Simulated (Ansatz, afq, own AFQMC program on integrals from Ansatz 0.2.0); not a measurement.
## Sb, sextet: AFQMC among the cluster methods

A free Sb atom.

Basis def2-TZVP with its core potentials. Only valence electrons are correlated. Integrals, coupled cluster, full CI and functionals: Ansatz 0.2.0; the random walks run on the same integrals in our own AFQMC program. ph-AFQMC/CISD is guided by a CISD state made of CCSD amplitudes; releasing the constraint for a short imaginary time cuts its bias at the price of noise, slowly where states lie close. ± is one standard error of the sampling. No spin–orbit coupling.

Determinant: UHF, the one that the program's search chose, which needn't be the lowest solution.

Full CI on the same integrals is exact in this basis and with this determinant's frozen core.

Cautions: no spin-orbit coupling; inner d shell frozen; another spin lies lower (by 13.96 eV).

The T1 diagnostic is 0.0032 and the weight of the determinant in the CISD state is 0.981. The ⟨S²⟩ of the determinant is 8.754. The size of the correlated space is 5 electrons in 41 orbitals.

Reference: full CI, correlation energy -0.681 eV. The released energy is read at 2.40 1/Eh (meV from the phaseless value at times in 1/Eh: -0.29 ± 0.19 at 0.24, -0.30 ± 0.18 at 0.51, -0.51 ± 0.17 at 0.99, -0.3 ± 0.3 at 1.62, -0.67 ± 0.15 at 2.40).

```tsv
level	E − E(reference) (kJ/mol)	share of correlation (%)
HF	65.7	0.00
MP2	16.3	75.12
CCSD	1.2	98.18
CCSD(T)	0.3	99.58
CCSDT	0.0	99.99
CCSDT(Q)	0.0	100.00
CCSDTQ	0.0	100.00
ph-AFQMC/CISD	0.1 ± 0.02	99.89
released AFQMC	0.0 ± 0.01	99.98
```

CCSDT and higher add their correlation energy to the determinant of the CCSD(T) run, since their own runs factorise the integrals more tightly (a shift of under 2 meV). A walk keeps the symmetry of its determinant, which the program's search chose and which needn't be the lowest solution, so a lower state of the same spin and another symmetry isn't excluded. Released energies are given only where the last usable release times agree within the noise; a slower fall can still hide under it.
